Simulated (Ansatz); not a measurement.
CH₃FO₃, SMILES `OC(O)(O)F`. The species carries charge 0 and has multiplicity 1.

```xyz
8

O    -0.827   -1.020   -0.410
C     0.147   -0.116   -0.115
O     0.090    0.827   -1.096
O     0.046    0.408    1.161
F     1.372   -0.722   -0.111
H    -0.798   -1.701    0.270
H     0.779    1.473   -0.910
H    -0.808    0.851    1.211
```

Q: List the harmonic frequencies (cm⁻¹, unscaled) at PBE0-D4/def2-TZVP in Ansatz. (An estimate is asked.)

A: Ansatz gave: 165, 357, 404, 451, 520, 595, 603, 626, 895, 1030, 1130, 1149, 1323, 1416, 1436, 3850, 3858, 3860.

Q: Is this a minimum?

A: Yes, all 18 modes are real.

Q: Give the ideal-gas thermochemistry at 298.15 K and 1 bar (rigid rotor, harmonic oscillator; point group Cs, symmetry number 1).

A: Zero-point energy 141.6 kJ/mol; H(298) − E = 157.7 kJ/mol; entropy 300.7 J/(mol·K), of which translation 163.8, rotation 104.7, vibration 32.1; G(298) − E = 68.1 kJ/mol.
